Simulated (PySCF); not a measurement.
## Property card for `C=CSC#N`

C3H3NS.
Numbering: `[CH2:1]=[CH:2][S:3][C:4]#[N:5]` (hydrogens: H6, H7 on C1; H8 on C2)

Structure used (GFN2-xTB), in Å, numbered top down from 1:
```
atom  x, y, z in Å
C1    -1.008   -0.452    0.633
C2    -0.651    0.701    0.102
S3     1.003    1.245   -0.230
C4     1.876   -0.084    0.310
N5     2.482   -0.985    0.675
H6    -0.293   -1.202    0.927
H7    -2.048   -0.679    0.791
H8    -1.350    1.465   -0.198
```

Structural features include: cyano group on a heteroatom and C=C double bond.

From GFN2-xTB geometry:

```yaml
Point_group_of_the_GFN2-xTB_geometry: Cs
Rotational_constants_A_B_C_of_the_GFN2-xTB_geometry: 6.789, 3.657, 2.377 GHz
```

From CAM-B3LYP/def2-SVPD ground state and vertical TDDFT (core frozen in the response) (PySCF):

```yaml
Dipole_moment: 3.68 D
HOMO_energy: -8.70 eV
LUMO_energy: 0.26 eV
HOMO–LUMO_gap: 8.96 eV
Lowest_singlet_excitation: 5.08 eV (244 nm, f = 0.000)
Strongest_line_among_the_8_lowest_singlet_transitions: S2 at 5.97 eV (208 nm, f = 0.152)
Lowest_triplet_excitation_Tamm–Dancoff: 4.05 eV
Static_isotropic_polarisability: 58.4 au
Electronic_spatial_extent_⟨r²⟩_about_the_centre_of_nuclear_charge: 497 bohr²
```

Monoisotopic mass from the formula: 84.9986 u.

A dipole of 3.68 D is allowed in Cs, and pure rotational transitions are dipole-allowed. The largest Löwdin shares of the HOMO are 0.40 on S3, 0.20 on C1, 0.17 on C2 and 0.10 on N5. The polarisability is 8.66 Å³ as a volume (1 au = 0.148185 Å³), or 1.33 au for each of the 44 electrons. S1 lies 3.88 eV below the HOMO–LUMO gap. The principal polarisabilities are 39.4, 65.5 and 70.4 au; their mean is the isotropic value. No computed singlet falls in the visible range (750 to 380 nm, 1.65 to 3.26 eV); S1 lies 1.82 eV above its blue end. In atomic units the dipole is 1.45 e·bohr (1 au = 2.5417 D).

The structure is a single GFN2-xTB conformer in the gas phase; no vibrational or solvent corrections.

For the TDDFT job (CAM-B3LYP/def2-SVPD), on one thread of an Arm Neoverse V1, on a shared host, this took 13 s.
